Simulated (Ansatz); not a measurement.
We consider hcp Y, described by rVV10 (PAW; Ansatz, a first-principles code).

Run with plane-wave cutoff 520 eV, 18×18×10 k mesh (along the axes of the cell as run), Fermi–Dirac smearing 0.05 eV, scalar-relativistic PAW data made under PBE.

Cell (relaxed at this level):

Y is taken in the hexagonal space group P6₃/mmc (No. 194), the hcp (Mg type) structure, Pearson symbol hP2. Conventional cell: a = b = 3.6425 Å, c = 5.6757 Å, α = β = 90.00°, γ = 120.00°. Y on 2c sees 12 Y at 3.532–3.643 Å (anticuboctahedral). (Neighbours: up to the widest gap in distance over summed covalent radii, below 1.35, at either atom.)

### Question
Give the computed bulk modulus B0 and pressure derivative B′ of the bulk modulus.

### Answer

- bulk modulus B0 = 43.1 GPa
- pressure derivative B′ of the bulk modulus = 3.0

The run finds no gap.

Measured, for comparison: bulk modulus 41.7 GPa (zero-point energy and finite temperature contributions removed, our sources range from 37.3 to 41.7; as tabulated in doi:10.1021/acs.jctc.3c00612). Computed (rounded) less measured: bulk modulus +3 % (+3 % to +16 % over the range).

Note: the bulk modulus comes from volumes at which shape and atoms were relaxed.

Static lattice: no zero-point or thermal effects.

The result took roughly 2.8 core-minutes.
